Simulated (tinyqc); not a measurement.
Worked calculation: Hueckel theory of the pi electrons, for the molecule C=CN=C (SMILES; centres numbered as the heavy atoms are written). One step of it, computed by the program tinyqc.

Task: Energy, charges, bond orders. E = sum n x; q_r = z_r - P_rr; bond order p = P_rs; free valence = sqrt(3) - sum of p over the bonds of the atom.

x values: [1.827863, 0.683112, -0.547087, -1.463889]

occupations: [2.000000, 2.000000, 0.000000, 0.000000]

charge and bond-order matrix P, order 1C, 2C, 3N, 4C:
```
[[1.021685, 0.897670, -0.043370, -0.437993],
 [0.897670, 0.978315, 0.437993, -0.043370],
 [-0.043370, 0.437993, 1.197311, 0.875985],
 [-0.437993, -0.043370, 0.875985, 0.802689]]
```

Centres:
```
centre  z_r, pi electrons of the neutral centre         h
1C                                            1  0.000000
2C                                            1  0.000000
3N                                            1  0.500000
4C                                            1  0.000000
```

Bonds:
```
i  j         k
1  2         1
2  3         1
3  4  1.000000
```

Give: pi energy = 4 alpha + this times beta; pi charges; Bond orders and lengths from R = 1.517 - 0.180 p; free valence of the carbons; gap between the highest filled and the next level.

Result:

pi energy = 4 alpha + this times beta = 5.0220

pi charges: [-0.0217, 0.0217, -0.1973, 0.1973]

Bond orders and lengths from R = 1.517 - 0.180 p (angstrom, C-C alone):
```
bond       p       R
1-2   0.8977  1.3554
2-3   0.4380       -
3-4   0.8760       -
```

free valence of the carbons: [0.8344, 0.3964, 0.8561]

gap between the highest filled and the next level = 1.2302 |beta|
